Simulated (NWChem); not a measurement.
System: PH₂, doublet; SMILES [PH2]

NWChem input:

```
start job
memory heap 200 mb stack 900 mb global 1100 mb
geometry units angstroms
  P      0.000000     0.000000     0.133344
  H      1.025701     0.000000    -0.867392
  H     -1.025701     0.000000    -0.867392
end
basis spherical
  * library def2-tzvp
end
dft
  odft
  mult 2
  xc b3lyp
  iterations 150
end
driver
  maxiter 120
end
task dft optimize
task dft freq
```

In the optimisation the excess spin sits in b2 (C2v, its own frame). No stability test was run on the SCF state. B3LYP is NWChem's, with the RPA form of VWN correlation.

The level has its own optimisation; frequencies are unscaled.

### Question
What results follow from this input? (B3LYP/def2-TZVP, spin-unrestricted.) Quantities: r H–P (Å); highest harmonic frequency (cm⁻¹); lowest (cm⁻¹); zero-point energy (kcal/mol); dipole (D).

### Answer
The r H–P (Å) comes out as 1.423 and the highest harmonic frequency (cm⁻¹) comes out as 2373. The lowest (cm⁻¹) comes out as 1128 and the zero-point energy (kcal/mol) is 8.4. The dipole (D) comes out as 0.57.
